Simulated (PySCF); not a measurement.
Isomers C$_{8}$H$_{10}$:

A. SMILES C1C(C#CC=C)CC1
B. SMILES C#CC/C=C/C(=C)C
C. Octatetraene

Spectrum 1. 13C{1H} NMR (computed): δ 145.8 (CH), 143.0 (CH), 141.7 (CH), 125.4 (CH2).

Spectrum 2. 13C{1H} NMR (computed): δ 149.6 (C), 142.0 (CH), 133.0 (CH), 124.1 (CH2), 86.4 (C), 76.1 (CH), 27.0 (CH2), 21.3 (CH3).

Spectrum 3. 13C{1H} NMR (computed): δ 133.1 (CH2), 125.8 (CH), 106.8 (C), 88.9 (C), 30.6 (CH2), 25.1 (CH), 17.9 (CH2).

Theoretical values (PySCF 2.14.0 with density-fitted response routines): coordinates at the GFN2-xTB level, shieldings: GIAO PBE0/pcSseg-1. Averaged over atoms made equivalent by symmetry, fast rotation or ring inversion, non-relativistic, one conformer, no solvent.

Shifts are taken against calculated references (same method and geometry level): 13C vs TMS. Shifts are as computed. Against solution values, carbons near 30 ppm lie about +3 ppm off and those near 130 ppm about +5 ppm. Of 1211 compounds with measured shifts, 218 miss one by over three times the rms of a fit or turn the order of signals round; such compounds aren't used in these exercises.

Q: Match each spectrum to its structure.

A: 1–C, 2–B, 3–A.

- Spectrum 1 (C): 4 13C signals; δC 145.8 is an alkene CH; δC 143.0 is an alkene CH.
- Spectrum 2 (B): 8 13C signals; δC 149.6 is a fully substituted alkene carbon; δC 142.0 is an alkene CH.
- Spectrum 3 (A): 7 13C signals; δC 133.1 is a terminal =CH2 carbon; δC 125.8 is an alkene CH.
